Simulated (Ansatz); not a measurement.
Reaction (SMILES): S (H2S) → H2S+ (doublet, bonded as S) + e-
B3LYP-D3(BJ)/def2-TZVP geometries, fixed; electronic energies without zero-point terms.

Basis-set convergence of the adiabatic ionisation energy at PBE with Ansatz (a first-principles code). All functions are spherical. The program fits the integrals of some runs and decomposes those of others, by size. Open shells are unrestricted. No added dispersion term, no relativity. Functions are those of the species that has most. Reference: the value in aug-cc-pV(5+d)Z, 10.363 eV. Deviations are taken from unrounded values.

| basis | functions | adiabatic ionisation energy (eV) | minus reference (eV) |
|---|---|---|---|
| 3-21G | 17 | 10.467 | 0.104 |
| def2-SV(P) | 22 | 10.247 | -0.116 |
| def2-SVPD | 43 | 10.393 | 0.030 |
| aug-pcseg-1 | 45 | 10.364 | 0.002 |
| def2-TZVPP | 70 | 10.337 | -0.025 |
| def2-QZVPP | 130 | 10.356 | -0.007 |
| def2-QZVPPD | 145 | 10.363 | 0.001 |
| cc-pV(5+d)Z | 210 | 10.357 | -0.005 |
| aug-cc-pV(5+d)Z | 296 | 10.363 | 0.000 |
